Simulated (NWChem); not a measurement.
System: methane (CH$_{4}$); SMILES C

Program: NWChem. Pople sets run with spherical d functions. Each level has its own optimisation; frequencies are unscaled.

```tsv
level	r C–H (Å)	highest harmonic frequency (cm⁻¹)	lowest (cm⁻¹)	zero-point energy (kcal/mol)
Hartree-Fock/STO-3G	1.083	3787	1676	33.9
LDA (Slater exchange, VWN5)/def2-SVP	[?]	[?]	[?]	[?]
Hartree-Fock/6-31G*	1.084	3298	1488	30.0
PBE0/def2-SVP	1.098	3199	1308	28.0
```

Fill in the missing entries.


- LDA (Slater exchange, VWN5)/def2-SVP, r C–H (Å): 1.107
- LDA (Slater exchange, VWN5)/def2-SVP, highest harmonic frequency (cm⁻¹): 3121
- LDA (Slater exchange, VWN5)/def2-SVP, lowest (cm⁻¹): 1233
- LDA (Slater exchange, VWN5)/def2-SVP, zero-point energy (kcal/mol): 27.1
